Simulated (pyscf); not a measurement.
H₂B–CH₃ (SMILES BC) + CH₄ (SMILES C) -> H₃C–BH–CH₃ (SMILES CBC) + H₂ (SMILES [H][H]) (four-centre exchange; singlet surface; B–H, C–H broken, B–C, H–H formed). Optimised with ωB97X-D3(BJ)/def2-SVP in PySCF. Rate constants from transition-state theory, ωB97M-D3(BJ)/def2-TZVP energies (ideal gas, 1 atm, RRHO with modes under 100 cm⁻¹ raised to 100, one conformer, R ln 2 for chiral ones without a mode under 150 cm⁻¹; no tunnelling), k in cm³ molecule⁻¹ s⁻¹.

```csv
T (K),1000/T,log10 k
298,3.354,-31.95
600,1.667,-22.37
900,1.111,?
1200,0.833,-17.27
```

Q: Fit an Arrhenius line to the three values, give the activation energy, and predict k at 900 K.

A: Least squares gives log10 k = -12.54 − 5.80 × 1000/T, so Ea = 5.80 × ln 10 × 1.987 = 26.5 kcal/mol, against an electronic barrier of 23.9. At 900 K the line gives -18.98; the computed value is -19.04 (ΔG‡ = 55.2 kcal/mol), close to the line. At the saddle there is also a short B–H contact that neither side keeps. One saddle was located; it need not be the lowest between these sides.
